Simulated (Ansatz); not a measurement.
Coupled-cluster diagnostics for BMe2H (C2H7B), Ansatz.

Geometry of the singlet (PBE-D4/def2-TZVP):

```
atom    x (Å)    y (Å)    z (Å)
  B1   0.0712   0.3783  -0.4181
  C2   0.5717  -1.0818  -0.6550
  C3  -0.6096   0.8566   0.9035
  H4  -0.1967  -1.5577  -1.2991
  H5   0.6541  -1.7035   0.2485
  H6   1.5023  -1.1450  -1.2391
  H7   0.1582   1.4520   1.4394
  H8  -0.9265   0.0561   1.5878
  H9  -1.4408   1.5601   0.7416
 H10   0.2161   1.1850  -1.3095
```

Correlated methods freeze 3 core orbitals.

Q: Estimate the CCSD(T) correlation energy, the shares of MP2 and (T), T1 and the reference's ⟨S²⟩ for: charge 0, singlet, own geometry in def2-TZVPP; and the rough time on 2 threads of Arm Neoverse V1 on a shared host.

A: 
| state | basis | correlation (eV) | MP2 share (%) | (T) share (%) | T1 | ⟨S²⟩ (pure) | wall time |
| --- | --- | --- | --- | --- | --- | --- | --- |
| charge 0, singlet, own geometry | def2-TZVPP | -14.229 | 88.5 | 3.4 | 0.009 | 0.00 (0.00) | 30 s |
Customary marks for T1 are 0.02 (closed shells), 0.045 (open shells) and about 0.05 (3d metals). T1 stays under 0.02 throughout.
